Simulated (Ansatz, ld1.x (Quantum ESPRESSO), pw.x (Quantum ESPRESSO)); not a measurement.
Equation-of-state test of one TM potential (calcium)

| Quantity | Value |
| --- | --- |
| Element | Ca |
| Generator | ld1.x (Quantum ESPRESSO) 7.5 |
| Type | norm-conserving Troullier–Martins (Kleinman–Bylander form) |
| Functional | PBE |
| Relativity | scalar-relativistic |
| Frozen core | [Ar] |
| Valence charge | 2 |
| Reference configuration | 3d0 4s1.75 4p0.25 |
| Partial waves | 4s (bound): rc 3.15 bohr; 3d (bound, empty): rc 2.70 bohr; 4p (bound): rc 3.50 bohr |
| Local potential | the p channel |
| Core correction | a·sin(br)/r model core, default radius (core density twice the valence density) |

Atomic tests: cutoffs needed: 6 Ry and 8 Ry (the cutoffs (Ry, on a coarse ladder) from which the occupation-weighted sum of valence levels, in a spherical-Bessel basis at the reference potential, stays within 10 and 1 mRy of its value at 400 Ry) The cutoffs count occupied waves only; the empty 3d level needs 25 Ry at the loose tolerance.; ghost test: no extra level below or beside the all-electron valence levels (s, d, p, f tested) (spherical-Bessel basis up to 400 Ry, 20 bohr box); largest excitation error: +28 meV (all-electron minus pseudo) for 3d1 4s0 4p0, out of 7 test configurations.

Crystal test: fcc Ca in pw.x 7.5, no spin, 10³ k-points, Fermi–Dirac smearing 0.01 Ry, cutoffs 50/200 Ry. The reference is all-electron LAPW (Ansatz 0.2.0) with the same functional, mesh and smearing; V0 and B0 come from Birch–Murnaghan fits to the pressures at five volumes. Errors are pseudo minus all-electron; Δ is the rms difference of the E(V) curves that follow from these fits, minima aligned, over ±6 % about the mean V0. Mesh and smearing are coarse, so the numbers serve the comparison and aren't converged zero-temperature values; the lattice is a test structure that the element need not adopt.

All-electron: a0 = 5.529 Å (V0 = 42.26 Å³/atom), B0 = 17.4 GPa.

Question: How far does the potential miss the all-electron equation of state?

Answer: mean pressure error (GPa): +0.23; a0 (Å): 5.552; a0 error (%): +0.40; B0 error (%): +4.0; Δ (meV/atom): 2.0. The logarithmic derivative shows an extra or strongly shifted pseudo pole above the reference energy (s near 1.05 Ry).

```
V (Å³/atom)  P all-electron (GPa)  P pseudo (GPa)
     40.158                  0.97            1.28
     41.215                  0.45            0.72
     42.272                 -0.01            0.22
     43.329                 -0.42           -0.23
     44.386                 -0.79           -0.63
```

Question: At the middle volume, how do free energy and pressure move when the wave cutoff is lowered (ecutrho kept at four times it)?

Answer:

```
cutoff (Ry)  shift of F (meV/atom)  shift of P (GPa)
         22                  +69.6             -0.93
         30                   +3.5             -0.09
         40                   +0.2             +0.00
```

Input at the middle volume:

```
&control
  calculation='scf', prefix='x', pseudo_dir='./', outdir='./tmp', tstress=.true., disk_io='low'
/
&system
  ibrav=0, nat=1, ntyp=1, ecutwfc=50, ecutrho=200, nbnd=8,
  occupations='smearing', smearing='fd', degauss=0.01
/
&electrons
  conv_thr=1e-09, mixing_beta=0.4, electron_maxstep=70
/
ATOMIC_SPECIES
Ca 1.0 Ca.UPF
CELL_PARAMETERS angstrom
  0.00000000 2.76486714 2.76486714
  2.76486714 0.00000000 2.76486714
  2.76486714 2.76486714 0.00000000
ATOMIC_POSITIONS crystal
Ca 0.0000 0.0000 0.0000
K_POINTS automatic
10 10 10 0 0 0
```

```bash
pw.x < Ca.scf.in > Ca.scf.out
```

Lines of the output:

```
Message from routine setup:
     using ibrav=0 with symmetry is DISCOURAGED, use correct ibrav instead
     lattice parameter (alat)  =       7.3890  a.u.
     unit-cell volume          =     285.2656 (a.u.)^3
     number of electrons       =         2.00
     number of Kohn-Sham states=            8
     kinetic-energy cutoff     =      50.0000  Ry
     charge density cutoff     =     200.0000  Ry
     scf convergence threshold =      1.0E-09
     Exchange-correlation= PBE
     number of k points=    47  Fermi-Dirac smearing, width (Ry)=  0.0100
     iteration #  1     ecut=    50.00 Ry     beta= 0.40
     total energy              =      -2.41951491 Ry
     estimated scf accuracy    <       0.00141061 Ry
     iteration #  2     ecut=    50.00 Ry     beta= 0.40
     total energy              =      -2.41978645 Ry
     estimated scf accuracy    <       0.00051241 Ry
     iteration #  3     ecut=    50.00 Ry     beta= 0.40
     total energy              =      -2.41980747 Ry
     estimated scf accuracy    <       0.00000466 Ry
     iteration #  4     ecut=    50.00 Ry     beta= 0.40
     total energy              =      -2.41980842 Ry
     estimated scf accuracy    <       0.00000011 Ry
     iteration #  5     ecut=    50.00 Ry     beta= 0.40
     total energy              =      -2.41980845 Ry
     estimated scf accuracy    <          2.9E-09 Ry
     iteration #  6     ecut=    50.00 Ry     beta= 0.40
     the Fermi energy is     2.1373 ev
!    total energy              =      -2.41980845 Ry
     estimated scf accuracy    <          1.7E-10 Ry
     smearing contrib. (-TS)   =      -0.00525100 Ry
     The total energy is F=E-TS. E is the sum of the following terms:
     one-electron contribution =       1.14005803 Ry
     hartree contribution      =       0.00178654 Ry
     xc contribution           =      -1.80137769 Ry
     ewald contribution        =      -1.75502433 Ry
     convergence has been achieved in   6 iterations
          total   stress  (Ry/bohr**3)                   (kbar)     P=        2.18
```

The run at the middle volume (47 k-points, 6 iterations) took about 7.6 s on one core of a shared host (Neoverse-V1, 32 threads, 247 GiB, load 19).
